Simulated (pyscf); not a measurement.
`[O]=[SiH][F]` + `[H][H]` → `[OH][SiH]` [singlet] + `[FH]` (concerted two-bond exchange; singlet surface; F–Si, H–H broken, H–O, F–H formed). Optimised with ωB97X-D3(BJ)/def2-SVP in PySCF. Energies in kJ/mol from the separated reactants.

```tsv
level	barrier	reaction energy
ωB97X-D3(BJ)/def2-TZVP	403.9	+136.4
PBE/def2-TZVP	?	+138.3
r²SCAN/def2-TZVP	334.4	+157.7
PBE0-D3(BJ)/def2-TZVP	343.7	+124.5
M06-2X/def2-TZVP	382.8	+129.8
HF/def2-TZVP	?	?
```

**Question.** Complete the blanks.

**Answer.** 
- PBE/def2-TZVP, barrier: 303.8
- HF/def2-TZVP, barrier: 521.2
- HF/def2-TZVP, reaction energy: +109.3

The functionals in the table span 100.1 kJ/mol in this barrier, from PBE to ωB97X-D3(BJ)/def2-TZVP. On the product side the descent ends in a complex, 19.5 kJ/mol under the separated species and 287.0 kJ/mol under the saddle at ωB97X-D3(BJ)/def2-TZVP. The same reactants have a lower exit, to HO–SiH₂–F (barrier +68.5 kJ/mol at ωB97M-D3(BJ)/def2-TZVP, against +383.8 kJ/mol here). O=SiH–F lies 66.3 kJ/mol over its isomer HO–Si:–F [singlet] (electronic energy, ωB97M-D3(BJ)/def2-TZVP). One saddle was located; it need not be the lowest between these sides. One closed-shell reference is unstable to symmetry breaking; treat the single-reference values with care.
